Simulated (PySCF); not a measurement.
Compound: phosphabenzene, C₅H₅P.
Structure used (PBE0-D3(BJ)/def2-SVP), in Å, numbered top down from 1:
```
atom  x, y, z in Å
C1    -0.037    1.197   -0.036
C2    -1.237    0.486   -0.004
C3    -1.299   -0.902    0.064
P4     0.070   -1.971    0.119
C5     1.364   -0.812    0.065
C6     1.209    0.569   -0.003
H7    -0.073    2.288   -0.090
H8    -2.174    1.052   -0.033
H9    -2.289   -1.372    0.085
H10    2.383   -1.214    0.087
H11    2.106    1.196   -0.032
```

The closed-shell ground state was solved at several levels (PySCF, density fitting, gas phase, non-relativistic).

```tsv
level	basis functions	total energy (Eh)	HOMO (eV)	LUMO (eV)	gap (eV)	dipole (D)
B3LYP/6-31G*	98	-534.8715	-6.67	-1.30	5.37	1.84
B3LYP/def2-TZVP	222	-534.9807	-6.90	-1.63	5.27	1.61
```

Question: What might B3LYP/cc-pVTZ (254 basis functions) give for the same quantities?

Answer: Total energy -534.9791 Eh, HOMO -6.87 eV, LUMO -1.59 eV, gap 5.28 eV, dipole 1.58 D.

Question: How much does the basis alone move the frontier levels among the 3 B3LYP rows (the withheld one included)?

Answer: The HOMO by 0.23 eV and the LUMO by 0.33 eV. By rising basis size (HOMO, LUMO in eV): 6-31G* -6.67, -1.30; def2-TZVP -6.90, -1.63; cc-pVTZ -6.87, -1.59.

Question: How far do the dipole and the HOMO energy spread over the levels?

Answer: The dipole runs from 1.58 to 1.84 D (mean 1.68 D) and the HOMO from -6.90 to -6.67 eV.
